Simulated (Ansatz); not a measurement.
**hcp Tl**

Method: HSE06-D3(BJ) (PAW; Ansatz, a program for electronic structure).

Settings: plane-wave cutoff 460 eV, 9×9×6 k mesh (along the axes of the cell as run), Fermi–Dirac smearing 0.05 eV, scalar-relativistic PAW data made under PBE.

Cell: relaxed at this level.

```yaml
lattice_parameter_a: 3.421 Å
c axis length: 5.482 Å
```

Measured, for comparison: lattice constant a 3.457 Å, lattice parameter c 5.525 Å (293 K, not corrected to a static lattice; as tabulated in Wikipedia's data pages). Computed (rounded) less measured: lattice constant a -1.0 %, lattice parameter c -0.8 %. A static lattice is as a rule a little smaller and stiffer than an uncorrected measurement, which narrows the difference in the lattice constant a, lattice parameter c and would widen misses of the other sign.

Spin–orbit coupling is not included; it can shift volumes and moduli of such heavy elements.

Static lattice: no zero-point or thermal effects.

Cost on a shared machine: around 25 core-minutes (rough).
